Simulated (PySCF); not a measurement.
Cartesian coordinates in Å; atom numbers follow the order of the lines, from 1:
```xyz
7

O    -0.7236   -0.8932    1.2685
P    -0.3650   -0.1503    0.0133
O    -1.2640    0.0711   -1.1693
O     0.1845    1.3711    0.4350
O     1.0548   -0.8539   -0.5202
H    -0.1491    1.9153   -0.2869
H     1.2691   -1.4504    0.2054
```

Total charge -1.

Geometry: PBE0-D3(BJ)/def2-SVP; GIAO absolute shieldings from PySCF 2.14, gas phase, non-relativistic, averaged over equivalent atoms.

At PBE0/pcSseg-1 (102 basis functions, 5.9 s wall time on 1 thread of an x86-64 server CPU, shared host):
```tsv
atoms	σ (ppm)
O1/O3	189.7
O4/O5	211.9
P2	309.1
H6/H7	29.92
```

What do these become at B97-2/pcSseg-2?

Answers


```csv
atoms,σ at B97-2/pcSseg-2,change
O1/O3,193.9,+4.2
O4/O5,205.6,-6.3
P2,301.2,-7.9
H6/H7,29.57,-0.35
```

The largest change is at P2 (phosphorus bonded to 4 O). Cost: 215 basis functions, 16 s wall time on 1 thread of an x86-64 server CPU, shared host.
